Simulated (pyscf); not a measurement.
**Four-centre exchange: H₂N–SiH(Cl)–Cl (SMILES N[SiH](Cl)Cl) + HF (SMILES F) -> NH₃ (SMILES N) + F–SiH(Cl)–Cl (SMILES F[SiH](Cl)Cl)**

Gas phase, singlet surface, charge 0. Bonds broken: N1–Si2, F8–H9. Bonds formed: N1–H9, Si2–F8. Single points on ωB97X-D3(BJ)/def2-SVP structures (PySCF, gas phase).

Transition state (Å):

```xyz
9

N     -0.5021     1.1303     0.8235
Si    -0.4728    -0.5378     0.0538
Cl     1.3502    -0.8474    -0.8291
Cl    -1.6799    -0.1280    -1.6220
H     -0.0051     1.8274     0.2662
H     -1.4362     1.4894     1.0260
H     -1.2391    -1.6402     0.6465
F      0.4852    -0.5915     1.8869
H      0.1386     0.4906     1.7252
```

One imaginary mode, 761i cm⁻¹; descent along it reached the two sides named, in the forms told below.

| bond | change | reactant side (Å) | saddle | product side |
|---|---|---|---|---|
| N1–Si2 | breaks | 1.743 | 1.837 | 2.095 |
| F8–H9 | breaks | 0.944 | 1.148 | 2.6 |
| N1–H9 | forms | 1.780 | 1.278 | 1.022 |
| Si2–F8 | forms | 3.1 | 2.069 | 1.642 |

Electronic energies relative to the separated reactants (kJ/mol):

```tsv
level	barrier	reaction energy	reverse barrier
ωB97X-D3(BJ)/def2-TZVP	27.8	-75.0	102.8
PBE/def2-TZVP	12.4	-81.1	93.5
r²SCAN/def2-TZVP	17.0	-84.2	101.1
B3LYP-D3(BJ)/def2-TZVP	29.1	-79.6	108.7
PBE0-D3(BJ)/def2-TZVP	21.0	-73.3	94.3
M06-2X/def2-TZVP	30.8	-75.8	106.5
ωB97M-D3(BJ)/def2-TZVP	27.9	-78.4	106.3
HF/def2-TZVP	99.6	-85.8	185.4
```

With ωB97M-D3(BJ)/def2-TZVP energies and thermal terms (ideal gas, 1 atm, RRHO with modes under 100 cm⁻¹ raised to 100, one conformer, R ln 2 for chiral ones without a mode under 150 cm⁻¹), in kJ/mol:

```tsv
T (K)	ΔH‡	ΔG‡	ΔH	ΔG
298	26.1	72.8	-74.6	-74.9
600	23.4	121.5	-78.2	-73.8
900	23.5	170.6	-81.1	-70.9
1200	24.8	219.5	-83.2	-67.2
```

On the reactant side the descent ends in a bound adduct, 34.3 kJ/mol under the separated species and 62.1 kJ/mol under the saddle at ωB97X-D3(BJ)/def2-TZVP. On the product side the descent ends in an adduct with a N–Si contact (not fully relaxed), 27.9 kJ/mol under the separated species and 130.7 kJ/mol under the saddle at ωB97X-D3(BJ)/def2-TZVP. What is counted as broken (N–Si) persists as a longer contact in the product adduct; parting that adduct is a step of its own. One saddle was located; it need not be the lowest between these sides.
